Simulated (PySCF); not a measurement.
# H2N2 ((E)-diazene): the cost of one run

Programs: PySCF 2.14.0, with density-fitted response routines of our own. Each step states its level of theory. These are calculated values for one molecule in the gas phase, unless marked as measured. Atoms count from 0, in the outputs and in this text.

### Step 1. The starting structure

4 atoms, charge 0, multiplicity 1; geometry from: MMFF94s. The atoms were then displaced at random by about 0.03 Å, so the start is not that level's minimum.

Bonds of the start (Å): H0–N1 1.00, N1–N2 1.21, N2–H3 1.18.

### Step 2. Optimising the geometry at PBE0-D3(BJ)/def2-SVP

What the job is given:

```
{"job": {"xc": "PBE0", "basis": "def2-SVP", "d3": "d3bj", "grid": 1, "shake": 0.03, "kind": "geom"}, "charge": 0, "multiplicity": 1}
H     -1.321030    -0.246290     0.032920
N     -0.519000     0.352930     0.029430
N      0.441360    -0.373460    -0.061850
H      1.481950     0.176390    -0.030960
```

Launch:

```sh
$ OMP_NUM_THREADS=1 python probes_run.py task.json out
```

The driver reads the jobs from task.json and runs them one after another.

Q: Estimate the wall time and peak memory of this first job on 1 thread of Arm Neoverse V1, shared host.

About 2.4 s, with a peak of 0.24 GiB.
